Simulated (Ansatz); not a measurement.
Antifluorite Mg₂Ge was calculated with PBEsol in Ansatz (PAW).

Numerical settings: plane-wave cutoff 520 eV, 20×20×20 k mesh, scalar-relativistic PAW data made under PBE.

Computed at the level's own relaxed cell.

Elastic tensor (GPa, Voigt notation, ions relaxed):

```
  112.9    22.3    22.3     0.0     0.0     0.0
   22.3   112.9    22.3     0.0     0.0     0.0
   22.3    22.3   112.9     0.0     0.0     0.0
    0.0     0.0     0.0    44.0     0.0     0.0
    0.0     0.0     0.0     0.0    44.0     0.0
    0.0     0.0     0.0     0.0     0.0    44.0
```

Worked from these constants: the tetragonal shear constant is C′ = (C11 − C12)/2 = 45.3 GPa against C44 = 44.0 GPa, so the C44 shear is the softer. The Zener ratio C44/C′ is 0.97 (1 for an isotropic solid), and the Cauchy pressure C12 − C44 is -21.7 GPa. With C11 + 2C12 = 157.5 GPa all three Born conditions hold; they don't test modes at the zone boundary.

Static lattice: no zero-point or thermal effects.

Ansatz is a first-principles code.
